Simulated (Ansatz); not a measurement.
System: B20 (FeSi-type) FeSi. Method: PBEsol (PAW; Ansatz, a first-principles code).

Settings: plane-wave cutoff 520 eV, 8×8×8 k mesh, no spin polarisation, scalar-relativistic PAW data made under PBE.

Computed at the level's own relaxed cell.

Elastic tensor (GPa, Voigt notation, ions relaxed):

```
  421.0   147.7   147.7     0.0     0.0     0.0
  147.7   421.0   147.7     0.0     0.0     0.0
  147.7   147.7   421.0     0.0     0.0     0.0
    0.0     0.0     0.0   165.6     0.0     0.0
    0.0     0.0     0.0     0.0   165.6     0.0
    0.0     0.0     0.0     0.0     0.0   165.6
```

Worked from these constants: the tetragonal shear constant is C′ = (C11 − C12)/2 = 136.7 GPa against C44 = 165.6 GPa, so the tetragonal shear is the softer. The Zener ratio C44/C′ is 1.21 (1 for an isotropic solid), and the Cauchy pressure C12 − C44 is -17.9 GPa. With C11 + 2C12 = 716.4 GPa all three Born conditions hold; they don't test modes at the zone boundary.

Measured, for comparison: elastic constant C11 317 GPa, elastic constant C12 113 GPa, elastic constant C44 125 GPa (temperature not stated, not corrected to a static lattice; as tabulated in S\"ule et al. (2014), arXiv:1401.1310). Computed (rounded) less measured: elastic constant C11 +33 %, elastic constant C12 +31 %, elastic constant C44 +33 %.
